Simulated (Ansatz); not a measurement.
CH4, singlet: CASSCF and its corrections

Program: Ansatz, Gaussian basis, development build. Basis aug-cc-pVTZ, nonrelativistic, 1 orbital frozen in the corrections. State-specific CASSCF; RHF is the lowest restricted (open-shell) Hartree–Fock solution met. Solutions may break the symmetry of the shape. Lower solutions, or ones in other orbitals, may exist. The orbital stability of a CASSCF solution shown is undecided.

Geometry:

```xyz
5

C     0.0000    0.0000    0.0000
H     0.6276    0.6276    0.6276
H     0.6276   -0.6276   -0.6276
H    -0.6276    0.6276   -0.6276
H    -0.6276   -0.6276    0.6276
```

(1) What do CASSCF and its corrections give against RHF in CAS(8,8), and what are the occupations?

(2) Roughly how much CPU time does a whole run from the default start take (median of such runs, summed over threads; nearly all runs on one pinned thread of a shared server, mostly Xeon at 2.3 to 2.6 GHz, by a development driver)?

Results:

(1) CASSCF -2.253 eV, SC-NEVPT2 -5.281 eV; occupations 1.98, 1.98, 1.98, 1.98, 0.02, 0.02, 0.02, 0.02.

(2) CAS(8,8): about 12 s. Other jobs ran beside these, and the count of passes differs.
